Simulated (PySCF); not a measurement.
# Bond length, frequency and bond energy of BS by level of theory

State: ²Σ⁺ (doublet), unpaired electrons σ ↑. Set-up: B x2c-TZVPPall, S x2c-TZVPPall; spin-free X2C with a Gaussian nucleus (PySCF 2.14). De refers to B + S in their high-spin ground configurations, without counterpoise correction. The functionals are run spin-unrestricted. A positive dipole means B(−)S(+).

| Level | Re (Å) | ωe (cm⁻¹) | De (eV) | μ (D) | CPU s a point (SCF and correlation, without the integrals) |
| --- | --- | --- | --- | --- | --- |
| ROHF | 1.595 | 1265 | 4.22 | -1.45 | 0.3 |
| ROHF-MP2 | 1.613 | 1204 | 5.93 | n/a | 0.51 |
| ROHF-SCS-MP2 | 1.613 | 1202 | 5.64 | n/a | n/a |
| ROHF-CCSD | 1.611 | 1206 | 5.30 | n/a | n/a |
| ROHF-CCSD(T) | 1.620 | 1172 | 5.57 | n/a | 8.3 |
| LDA | 1.610 | 1180 | 7.05 | -0.58 | 0.49 |
| PBE | 1.621 | 1160 | 6.26 | -0.64 | 0.74 |
| revPBE | 1.625 | 1150 | 5.99 | -0.66 | 0.48 |
| BLYP | 1.624 | 1139 | 5.88 | -0.64 | 0.48 |
| r²SCAN | 1.612 | 1193 | 6.20 | -0.83 | 1 |
| PBE0 | 1.607 | 1205 | 5.98 | -0.83 | 1.4 |
| M06 | 1.610 | 1191 | 5.91 | -0.76 | 1.3 |
| ωB97M-V | 1.604 | 1211 | 5.83 | -0.84 | 5.4 |

The bond length runs from 1.595 Å (ROHF) to 1.625 Å (revPBE). De spans 4.22 eV (ROHF, mean field) to 7.05 eV (LDA, local density). Correlation at CCSD(T) changes the Hartree–Fock bond energy by +1.35 eV; the triples alone change it by +0.27 eV.

Correlated steps freeze 6 core orbitals. The state was picked by a PBE0 search and need not be the measured ground state.

The whole job (state search and all levels along the bond) took about 4.1 min on 1 thread of Intel Xeon Platinum 8488C (shared host), peak memory 1.8 GiB.
